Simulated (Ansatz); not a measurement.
A made-up structure of Si$_{2}$H$_{5}$O (charge -1), singlet:

```
8
angstrom
O -1.4051 0.4390 -1.5092
Si -0.7901 1.0930 -0.0081
Si 0.7329 -0.6206 0.6835
H -1.6008 1.4909 1.0877
H 0.3882 1.9126 -0.5672
H 1.6169 -0.1189 1.8024
H 1.7249 -1.2502 -0.2746
H 0.0888 -1.8422 1.2987
```

It is relaxed with PBE-D4/def2-SVPD and then PBE0-D4/def2-TZVPD (Ansatz 0.2.0). Atoms count as bonded within 1.22 times the sum of their covalent radii (H–H: 0.88 Å). The end point is not checked to be a true minimum.

(1) Does its bonding change? (A judgement: the text doesn't fix the answer.)

## Answers

(1) By the calculation: No: no bond forms or breaks.

Where it ends: The first stage lowers the energy by 1.00 eV in 6 steps. It ends as Si₂H₅O ([O][SiH2][SiH3]), total charge -1:
O1  (-1.579, 0.468, -1.430)
Si2  (-0.705, 0.972, -0.239)
Si3  (0.752, -0.660, 0.723)
H4  (-1.414, 1.479, 1.014)
H5  (0.285, 2.104, -0.499)
H6  (1.591, -0.150, 1.869)
H7  (1.765, -1.244, -0.224)
H8  (0.062, -1.866, 1.298)
(Å)

Labels in which every atom is bracketed show which atoms are joined, not bond orders.

For scale, one of the runs: PBE0-D4/def2-TZVPD relaxation, 171 basis functions, launched by `ansatz run in.yaml --threads 2 --pin off --events-out ev --progress --plain --max-ram 4352MiB`. The run took about 24 s on 2 CPU threads of an Arm Neoverse V2 (shared host).
